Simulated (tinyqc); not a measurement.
Worked calculation: RHF in the sto-6g basis, for CH3-, spin multiplicity 1. The basis has no diffuse functions, so it cannot describe the extra electron: this is an exercise in the method, not the real anion. One step of it, computed by the program tinyqc.

Problem. Iteration 2: diagonalisation and new density. A level shift of 0.5 hartree raises the virtual space: F + shift (S - S D(s) S), with D(s) the density of one spin (D/2). Diagonalise F' = X^T F X, C = X C', fill 5 alpha and 5 beta electrons from the bottom; D = 2 C_occ C_occ^T. Each column has its largest component positive (the first on a tie).

Fock matrix F (hartree), lower triangle:
```
             1C 1s      1C 2s     1C 2px     1C 2py    1C 2pz      2H 1s      3H 1s     4H 1s
1C 1s   -10.337079
1C 2s    -2.680197  -0.778387
1C 2px   -0.000002   0.000181   0.452761
1C 2py    0.000000   0.000000   0.000000   0.452436
1C 2pz    0.001035   0.000880  -0.000005   0.000000  0.325879
2H 1s    -0.399386  -0.334613  -0.201794   0.000000  0.003074   0.055799
3H 1s    -0.400035  -0.334969   0.100911  -0.174835  0.003077  -0.059529   0.055491
4H 1s    -0.400035  -0.334969   0.100911   0.174835  0.003077  -0.059529  -0.059590  0.055491
```

X, lower triangle:
```
            1C 1s      1C 2s     1C 2px     1C 2py    1C 2pz      2H 1s      3H 1s     4H 1s
1C 1s    1.025669
1C 2s   -0.145950   1.203420
1C 2px   0.000009  -0.000120   1.098441
1C 2py   0.000000   0.000000   0.000000   1.098599
1C 2pz   0.000177  -0.001636   0.000001   0.000000  1.000015
2H 1s    0.019095  -0.212047  -0.228657   0.000000  0.001932   1.124944
3H 1s    0.019108  -0.212338   0.114427  -0.198263  0.001935  -0.016239   1.125211
4H 1s    0.019108  -0.212338   0.114427   0.198263  0.001935  -0.016239  -0.016260  1.125211
```

D after iteration 1, lower triangle:
```
            1C 1s      1C 2s     1C 2px     1C 2py     1C 2pz      2H 1s      3H 1s     4H 1s
1C 1s    2.068191
1C 2s   -0.258628   1.058231
1C 2px   0.000051  -0.000157   0.526448
1C 2py   0.000000   0.000000   0.000000   0.526717
1C 2pz  -0.005801   0.027567   0.000011   0.000000   1.999441
2H 1s   -0.109092   0.321746   0.564775   0.000000  -0.013778   0.704529
3H 1s   -0.109165   0.321886  -0.282139   0.488927  -0.013775  -0.204078   0.703621
4H 1s   -0.109165   0.321886  -0.282139  -0.488927  -0.013775  -0.204078  -0.204074  0.703621
```

overlap S, lower triangle:
```
           1C 1s     1C 2s     1C 2px     1C 2py     1C 2pz     2H 1s     3H 1s     4H 1s
1C 1s   1.000000
1C 2s   0.243228  1.000000
1C 2px  0.000000  0.000000   1.000000
1C 2py  0.000000  0.000000   0.000000   1.000000
1C 2pz  0.000000  0.000000   0.000000   0.000000   1.000000
2H 1s   0.035871  0.355186   0.370887   0.000000  -0.003304  1.000000
3H 1s   0.035930  0.355528  -0.185543   0.321461  -0.003308  0.069469  1.000000
4H 1s   0.035930  0.355528  -0.185543  -0.321461  -0.003308  0.069469  0.069512  1.000000
```

Give: F' = X^T F X; orbital energies; coefficients C; D after iteration 2.

Solution.

F' = X^T F X (hartree), lower triangle:
```
         1       2       3       4      5      6      7      8
1  -10.127
2   -1.496   0.211
3    0.000   0.000   0.990
4    0.000   0.000   0.000   0.990
5    0.002  -0.008   0.000   0.000  0.326
6   -0.009  -0.458  -0.615   0.000  0.008  0.573
7   -0.009  -0.458   0.307  -0.533  0.008  0.013  0.573
8   -0.009  -0.458   0.307   0.533  0.008  0.013  0.012  0.573
```

orbital energies (hartree): MO1 -10.340, MO2 -0.277, MO3 -0.008, MO4 -0.008, MO5 0.326, MO6 1.300, MO7 1.559, MO8 1.559

coefficients C:
```
           MO1     MO2     MO3     MO4     MO5     MO6     MO7     MO8
1C 1s    0.995  -0.201   0.000   0.000  -0.004  -0.209   0.000   0.000
1C 2s    0.021   0.659   0.000   0.000   0.019   1.082  -0.001   0.000
1C 2px   0.000   0.000   0.000   0.438   0.000   0.001   1.046   0.000
1C 2py   0.000   0.000   0.438   0.000   0.000   0.000   0.000   1.046
1C 2pz   0.000  -0.004   0.000   0.000   1.000  -0.019   0.000   0.000
2H 1s   -0.004   0.261   0.000   0.606  -0.006  -0.612  -0.743   0.000
3H 1s   -0.004   0.262   0.525  -0.303  -0.006  -0.612   0.372  -0.645
4H 1s   -0.004   0.262  -0.525  -0.303  -0.006  -0.612   0.372   0.645
```

D after iteration 2, lower triangle:
```
         1C 1s  1C 2s  1C 2px  1C 2py  1C 2pz   2H 1s   3H 1s  4H 1s
1C 1s    2.062
1C 2s   -0.223  0.869
1C 2px   0.000  0.000   0.384
1C 2py   0.000  0.000   0.000   0.384
1C 2pz  -0.007  0.032   0.000   0.000   1.999
2H 1s   -0.113  0.344   0.531   0.000  -0.015   0.872
3H 1s   -0.113  0.344  -0.265   0.460  -0.015  -0.230   0.871
4H 1s   -0.113  0.344  -0.265  -0.460  -0.015  -0.230  -0.230  0.871
```
